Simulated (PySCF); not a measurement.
Species: BHCl2.
SMILES with atom numbers: `[Cl:1][BH:2][Cl:3]` (hydrogens: H4 on B2)

All values: PBE0/pcSseg-1 and CAM-B3LYP/def2-SVPD (PySCF, non-relativistic), on one gas-phase PBE0-D3(BJ)/def2-SVP geometry that isn't relaxed in the solvent. The solvent is an IEF-PCM continuum (van der Waals radii × 1.2). The model holds no explicit solvent molecules, cavitation or dispersion.

Gas phase at PBE0/pcSseg-1: HOMO -9.36 eV, LUMO -1.81 eV, dipole 0.58 D.

Problem. What does the continuum do to the energy, the frontier levels and the dipole at PBE0/pcSseg-1 in chloroform and water?

Solution. 
```json
{"solvent": "chloroform", "ε": "4.711", "E(solvent) − E(gas) (kJ/mol)": "-2.24", "polarisation term (kJ/mol)": "-2.39", "distortion of the solute (kJ/mol)": "0.15", "HOMO (eV)": "-9.29", "LUMO (eV)": "-1.68", "dipole (D)": "0.71"}
{"solvent": "water", "ε": "78.36", "E(solvent) − E(gas) (kJ/mol)": "-3.17", "polarisation term (kJ/mol)": "-3.47", "distortion of the solute (kJ/mol)": "0.30", "HOMO (eV)": "-9.27", "LUMO (eV)": "-1.64", "dipole (D)": "0.76"}
```

The polarisation term is half the interaction of the solute with the surface charges that it induces; the rest is the cost of distorting the solute's density. The sum is the electrostatic part of solvation alone. From chloroform to water the lowering changes by a factor 1.42, Onsager's factor (ε − 1)/(2ε + 1) by 1.38 and ε itself by 16.6.

Problem. Which Hirshfeld charges (PBE0/pcSseg-1) respond most in chloroform (means over atoms taken as equivalent)?

Solution. 
```json
{"atoms": "B2", "environment": "three-coordinate boron", "gas (e)": "+0.149", "solvent (e)": "+0.155", "change": "+0.006"}
{"atoms": "Cl1/Cl3", "environment": "chlorine bonded to B", "gas (e)": "-0.052", "solvent (e)": "-0.057", "change": "-0.005"}
{"atoms": "H4", "environment": "B–H hydrogen", "gas (e)": "-0.045", "solvent (e)": "-0.041", "change": "+0.004"}
```

Gas phase at CAM-B3LYP/def2-SVPD: HOMO -10.75 eV, LUMO -0.71 eV, dipole 0.55 D.

Problem. What does the continuum do to the energy, the frontier levels and the dipole at CAM-B3LYP/def2-SVPD in chloroform and water?

Solution. 
```
   solvent      ε  E(solvent) − E(gas) (kJ/mol)  polarisation term (kJ/mol)  distortion of the solute (kJ/mol)  HOMO (eV)  LUMO (eV)  dipole (D)
chloroform  4.711                         -2.29                       -2.45                               0.16     -10.68      -0.58        0.69
     water  78.36                         -3.26                       -3.60                               0.34     -10.66      -0.55        0.76
```

Problem. How does the static polarisability (CAM-B3LYP/def2-SVPD, frozen core, with the continuum's full static response) change?

Solution. 
```
    medium  isotropic (au)  principal values (au)  ⟨r²⟩ of the electrons (bohr²)
       gas            42.3       32.7, 39.6, 54.5                          372.8
chloroform            50.9       39.3, 47.9, 65.5                          372.9
     water            55.1       42.9, 52.3, 70.1                          372.9
```

The isotropic value in water is 1.30 times the gas-phase one; no cavity-field correction is applied. ⟨r²⟩ is taken about the centre of nuclear charge.
